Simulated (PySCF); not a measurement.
Species: silicon monosulfide, SiS.
Z-matrix (Å and degrees, PBE0-D3(BJ)/def2-TZVP geometry), rows numbered from 1:
```
Si
S   1  1.9299
```

Linear response at PBE0/aug-cc-pVTZ (PySCF, frozen core in the response, non-relativistic). Isolated species at its PBE0-D3(BJ)/def2-TZVP geometry, gas phase.

Static isotropic polarisability: 49.34 au (7.31 Å³), principal values 41.1, 41.1, 65.8 au.

(1) What is the polarisability at 1064 nm and at the sodium D line?

(2) What is the isotropic C6 coefficient between two such molecules, C6 = (3/π)∫α(iω)² dω?

(3) Which effective excitation energy ω̄ makes London's formula C6 = (3/4)α²ω̄ exact here?

(4) What three-body coefficient follows from the one-pole estimate C9 = (3/4)·α·C6?

(5) What n − 1 at the D line would an ideal gas of it have at 273.15 K and 1 atm (2.6868 × 10¹⁹ cm⁻³), by n − 1 = 2π·N·α′?

(6) How many electrons N does the Slater–Kirkwood formula C6 = (3/4)·√N·α^(3/2) need to give this C6?

(7) What molar refraction at the D line follows from R = (4π/3)·N_A·α′, with α′ the polarisability volume?

(8) What does −C6/R⁶ come to at R = 10 Å between centres?

(9) The lowest 10 singlets have (eV, f): 4.15, 0.000; 4.38, 0.000; 4.38, 0.000; 4.43, 0.023; 4.43, 0.023; 6.09, 0.149; 7.39, 0.096; 7.39, 0.096; 7.54, 0.338; 7.62, 0.322. What share of the static polarisability do they carry in the sum over states α = Σ f/ω²?

Results:

(1) 50.22 au at 1064 nm (+1.8 %), 52.40 au at 589.3 nm (+6.2 %). The rise at 589.3 nm is 3.50 times that at 1064 nm; a pure ω² law gives 3.26. The lowest singlet lies at 299 nm, shorter than both wavelengths.

(2) 674.7 au (Eh·bohr⁶) by a ten-point quadrature over imaginary frequencies, which is 403 eV·Å⁶ or 38.9 J·nm⁶/mol.

(3) ω̄ = 4·C6/(3α²) = 0.369 Eh = 10.1 eV. A one-pole form α(ω) = α/(1 − ω²/ω̄²) fitted to the 1064 nm value gives 8.8 eV.

(4) 25000 au. This is an estimate from the two numbers above, not a computed integral.

(5) 13.11 × 10⁻⁴, a formal value whether or not that pressure can be reached.

(6) N = (4·C6/3)²/α³ = 6.7; the species has 30 electrons in all.

(7) α′ = 7.77 Å³ gives R = 19.59 cm³/mol, for isolated, non-vibrating species.

(8) -39 J/mol. This is the leading, orientation-averaged term; C8 and higher terms are left out.

(9) 15.82 au, 32.1 % of α; the largest term, 4.40 au, is that of the state at 7.54 eV. Their oscillator strengths add up to 1.05. Higher states carry the rest.
